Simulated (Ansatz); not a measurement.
Born–Oppenheimer molecular dynamics of BClFH (4 atoms, charge 0, multiplicity 1). It starts at the highest image of a converged band. Of that band: Neighbouring images differ by up to 2.6 eV, so the band resolves the path poorly. A vibrational analysis at the climbing image gives one clearly imaginary mode, 1077i cm⁻¹: a first-order saddle point.

These are results of RKS B3LYP/def2-SVP in Ansatz 0.2.0, not measurements.

- ensemble: NVE (velocity Verlet)
- time step: 0.5 fs
- steps asked: 200
- starting velocities drawn for: 100 K
- seed: 7911

First frame:

```xyz
4
Properties=species:S:1:pos:R:3
B -0.394 0.000 0.417
H 0.888 0.000 0.965
F 1.479 0.000 0.007
Cl -1.317 0.000 -1.010
```

Task: How far do the bonds stretch over the last three quarters of this one trajectory? (Pairs bonded in most of those frames.)

Result: 
| bond | mean (Å) | spread (Å) | shortest | longest |
| --- | --- | --- | --- | --- |
| B1–Cl4 | 1.716 | 0.013 | 1.69 | 1.74 |
| H2–F3 | 0.933 | 0.024 | 0.90 | 0.98 |

Mean temperature of the second half: 813 K. The conserved energy stayed within 0.16 meV per atom of its start (net change 0.039 meV per atom), so the integration is sound. The kinetic energy rose, since the run started high on the potential surface and went downhill. It ends in pieces (BCl + FH), so much of that is their flight and rotation, not heat. A run of 0.1 ps of so small a system gives no equilibrium averages. The orbitals stay closed-shell, which can raise the energy where a bond breaks towards radicals; this wasn't checked here.

Time of the run: 3.3 min on 1 thread of Arm Neoverse V1, with other jobs on the host, peak memory 0.091 GiB.
